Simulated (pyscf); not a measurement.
PySCF, gas phase, ωB97X-D3(BJ)/def2-SVP geometries.

Task: PBE/def2-TZVP puts the barrier of `[F][SiH]([F])[F]` + `[H][H]` → `[F][SiH2][F]` + `[FH]` (four-centre exchange; singlet surface; F–Si, H–H broken, H–Si, F–H formed) at 233.2 kJ/mol and the reaction energy at +137.7 kJ/mol, from the separated reactants. What do r²SCAN/def2-TZVP, B3LYP-D3(BJ)/def2-TZVP, ωB97M-D3(BJ)/def2-TZVP give on the same structures?

Result: r²SCAN: ΔE‡ = 250.0 kJ/mol, ΔE = +151.6 kJ/mol; B3LYP-D3(BJ): ΔE‡ = 264.3 kJ/mol, ΔE = +142.8 kJ/mol; ωB97M-D3(BJ): ΔE‡ = 262.2 kJ/mol, ΔE = +141.9 kJ/mol. PBE's barrier lies under all of them, by 16.7 to 31.1 kJ/mol. Its reaction energy lies under all of them, by 4.3 to 13.9 kJ/mol. One saddle was located; it need not be the lowest between these sides.
